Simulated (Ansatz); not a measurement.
# ClH4Si: the cost of one run

Program: Ansatz 0.2.0. Level of theory: UKS revPBE/def2-SVP. These are calculated values, not measurements.

### 1 The starting structure

Bond lengths: Si1–H3 1.460 Å, Si1–H4 1.459 Å, Si1–H5 1.459 Å. Angles: H3–Si1–H4 109.5°, H3–Si1–H5 109.5°, H4–Si1–H5 109.5°.

As a file:

```xyz
6

Si    0.0000    0.0000    0.0000
H     0.0000    0.0000    1.7100
H     1.3768    0.0000   -0.4862
H    -0.6877    1.1914   -0.4862
H    -0.6877   -1.1914   -0.4862
Cl    0.0000    0.0000    3.3800
```

### 2 A restrained relaxation towards end A

Springs on the bonds that form and break draw the guess towards this end; the thresholds are loose.

The input, input.yaml:

```yaml
crystal:
  periodic: [false, false, false]
  atoms:
    - { symbol: Si, position_ang: [0.0, 0.0, 0.0] }
    - { symbol: H, position_ang: [0.0, 0.0, 1.71] }
    - { symbol: H, position_ang: [1.3768, 0.0, -0.4862] }
    - { symbol: H, position_ang: [-0.6877, 1.1914, -0.4862] }
    - { symbol: H, position_ang: [-0.6877, -1.1914, -0.4862] }
    - { symbol: Cl, position_ang: [0.0, 0.0, 3.38] }
magnetization:
  spin_polarized: true
  initial_magnetization: 1
basis:
  gaussian: { orbitals: def2-SVP }
hamiltonian:
  xc: revpbe
relax:
  f_tol: 0.15
  max_steps: 25
  restrain:
    - { distance: [1, 5], at: 2.57, k: 30.0 }
    - { distance: [0, 1], at: 1.46, k: 30.0 }
output:
  orbitals: {}
```

Launch:

```console
ansatz run input.yaml --threads 1 --pin off --max-ram 2048MiB --backend cpu --events-out ev --progress --plain --runs-dir out
```

Q: Estimate wall time and peak memory on 1 thread of Intel Xeon 6975P-C (Granite Rapids), shared host.

About 11 s, with a peak of 0.14 GiB.
